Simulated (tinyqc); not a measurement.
Inside a calculation. Method: CIS and TDHF on RHF in the sto-3g basis, frozen core, for BH2+, spin multiplicity 1. One step of it, computed by the program tinyqc.

Task: CIS triplet states. Diagonalise A (1 hartree = 27.211386 eV); each vector has its largest component positive (the first on a tie).

CIS matrix A, triplet (hartree), lower triangle:
```
           2>4       2>5        2>6        2>7        3>4       3>5       3>6       3>7
2>4   0.290769
2>5   0.000000  0.329391
2>6  -0.024144  0.000000   0.694818
2>7   0.000000  0.000000   0.000000   0.795756
3>4   0.000000  0.000000   0.000000   0.069791   0.161719
3>5   0.000000  0.000000   0.000000   0.000000   0.000000  0.218973
3>6   0.000000  0.000000   0.000000  -0.115941  -0.002540  0.000000  0.557688
3>7   0.069791  0.000000  -0.115941   0.000000   0.000000  0.000000  0.000000  0.633544
```

Give: triplet excitation energies; lowest vectors.

Result:

triplet excitation energies (eV): 4.1869  5.9586  7.5403  8.9632  13.9358  14.9725  21.5461  23.1070

lowest vectors:
```
     state 1  state 2  state 3  state 4  state 5  state 6
2>4   0.0000   0.0000   0.9816   0.0000   0.0000   0.1454
2>5   0.0000   0.0000   0.0000   1.0000   0.0000   0.0000
2>6   0.0000   0.0000   0.0037   0.0000   0.0000   0.6336
2>7  -0.1127   0.0000   0.0000   0.0000   0.3637   0.0000
3>4   0.9933   0.0000   0.0000   0.0000   0.0657   0.0000
3>5   0.0000   1.0000   0.0000   0.0000   0.0000   0.0000
3>6  -0.0261   0.0000   0.0000   0.0000   0.9292   0.0000
3>7   0.0000   0.0000  -0.1910   0.0000   0.0000   0.7599
```
